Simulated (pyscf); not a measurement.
PySCF, gas phase, ωB97X-D3(BJ)/def2-SVP geometries.

Problem. For the elementary gas-phase step `[CH3][Zn][OH]` + `[CH3][OH]` -> `[CH3][CH3]` + `[OH][Zn][OH]` (singlet surface; C–Zn, C–O broken, C–C, O–Zn formed), what barrier and reaction energy does ωB97M-D3(BJ)/def2-TZVP give, measured from the separated reactants?

Solution. ΔE‡ = 71.8 kcal/mol, ΔE = -21.5 kcal/mol. Zero-point energy shifts the barrier by -0.7 kcal/mol. It is a four-centre exchange, with an imaginary mode of 635i cm⁻¹. On the reactant side the descent ends in an adduct with a O–Zn contact (not fully relaxed), 13.4 kcal/mol under the separated species and 85.9 kcal/mol under the saddle at ωB97X-D3(BJ)/def2-TZVP. What is counted as formed (O–Zn) is already present as a longer contact in the reactant adduct; forming that adduct is a step of its own. One saddle was located; it need not be the lowest between these sides. Elements up to Kr have no core potential and no relativistic terms here.
